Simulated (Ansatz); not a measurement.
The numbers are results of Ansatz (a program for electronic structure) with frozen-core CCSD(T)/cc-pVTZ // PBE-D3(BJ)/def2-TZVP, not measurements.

Ansatz 0.2 input:
```yaml
crystal:
  periodic: [false, false, false]
  atoms:
    - { symbol: C, position_ang: [0.587205, -0.000003, -0.000002] }
    - { symbol: N, position_ang: [-0.587205, 0.000003, 0.000002] }
basis:
  gaussian: { orbitals: cc-pVTZ }
correlation:
  method: ccsd_t
magnetization:
  spin_polarized: true
  initial_magnetization: 1
```

Output:

```
Functional definition: HF
361 factors; integrals over basis functions are off by at most 1.3e-3 eV
mean field evaluation 1: about -2507.7609 eV, gradient 1.7e1 eV
mean field evaluation 2: about -2507.7638 eV, gradient 1.7e1 eV
mean field evaluation 4: about -2509.1127 eV, gradient 2.6e0 eV
mean field evaluation 8: about -2509.4326 eV, gradient 1.3e0 eV
mean field evaluation 16: about -2509.8285 eV, gradient 1.3e-5 eV
mean field evaluation 32: about -2508.8342 eV, gradient 9.5e-1 eV
mean field evaluation 64: about -2508.5255 eV, gradient 2.7e0 eV
mean field evaluation 96: about -2508.7849 eV, gradient 8.3e-1 eV
mean field evaluation 128: about -2509.3749 eV, gradient 1.5e-6 eV
mean field evaluation 160: about -2507.8531 eV, gradient 1.6e1 eV
mean field evaluation 192: about -2509.3722 eV, gradient 2.7e-1 eV
mean field evaluation 224: about -2509.8284 eV, gradient 6.1e-2 eV
mean field evaluation 256: about -2509.2498 eV, gradient 3.2e0 eV
mean field -2509.82853808 eV, -92.2344975517 hartree, gradient 1.5e-6 eV, S^2 1.166839; 7 other end points of the search recorded, 0 dependent functions left out
determinant -2509.82853808 eV, -92.2344975517 hartree, with singles and doubles -2518.28239079 eV, -92.5451709083 hartree
determinant -2509.46536162 eV, -92.2211510629 hartree, with singles and doubles -2517.74114547 eV, -92.5252805097 hartree
determinant -2509.38028461 eV, -92.2180245405 hartree, with singles and doubles -2518.27058386 eV, -92.5447370119 hartree
determinant -2509.37485467 eV, -92.2178249938 hartree, with singles and doubles -2517.32965778 eV, -92.5101586162 hartree
determinant -2509.82853808 eV, -92.2344975517 hartree, with singles and doubles -2518.33671060 eV, -92.5471671247 hartree
determinant -2509.46536162 eV, -92.2211510629 hartree, with singles and doubles -2518.27650430 eV, -92.5449545839 hartree
determinant -2509.38028461 eV, -92.2180245405 hartree, with singles and doubles -2518.33201414 eV, -92.5469945330 hartree
2 core orbitals not correlated
reference -2509.82853808 eV, -92.2344975517 hartree; 5, 4 occupied and 53, 54 virtual orbitals, 361 factors
second order -7.45718545 eV of doubles, -0.00000000 eV of singles
cycle   1  -8.50817337 eV  change   -8.5e-7 eV  update   1.9e-6
perturbative correction -0.50477672 eV, -0.0185502022 hartree
Total energy: -2518.84148817 eV, -92.5657173583 hartree
```

Cost: about 7 core-seconds (a rough figure).
